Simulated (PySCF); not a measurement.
# C2H3Cl3O (CCl3CH2OH (TCE)): the cost of one run

The runs use PySCF 2.14.0, with density-fitted response routines of our own; the level of theory stands in each step. All values are computed, except where a source is named. Atoms count from 0, in the outputs and in this text.

## 1. Starting geometry

9 atoms, charge 0, multiplicity 1; geometry from: GFN2-xTB. The atoms were then displaced at random by about 0.01 Å, so the start is not that level's minimum.

Bonds of the start (Å): O0–C1 1.37, C1–C2 1.52, C2–Cl3 1.77, C2–Cl4 1.78, C2–Cl5 1.77, O0–H6 0.97, C1–H7 1.10, C1–H8 1.10.

## 2. Optimising the geometry at PBE0-D3(BJ)/def2-SVP

What the job is given:

```
{"job": {"xc": "PBE0", "basis": "def2-SVP", "d3": "d3bj", "grid": 1, "shake": 0.01, "kind": "geom"}, "charge": 0, "multiplicity": 1}
O     -1.597870    -0.177550     0.248990
C     -0.428550     0.542030     0.316030
C      0.760900    -0.307270    -0.114880
Cl     0.587760    -0.842310    -1.795580
Cl     2.262300     0.653160    -0.021810
Cl     0.937140    -1.729280     0.926170
H     -1.751810    -0.456020    -0.662410
H     -0.280490     0.844000     1.358960
H     -0.431580     1.456100    -0.289210
```

Run with:

```
$ OMP_NUM_THREADS=1 python probes_run.py task.json out
```

One launch serves the whole session: the jobs run in the order shown.

**Question.** How long does this first job take on 1 thread of Arm Neoverse V2, shared host, and how much memory does it need?

About 23 s, with a peak of 0.46 GiB.
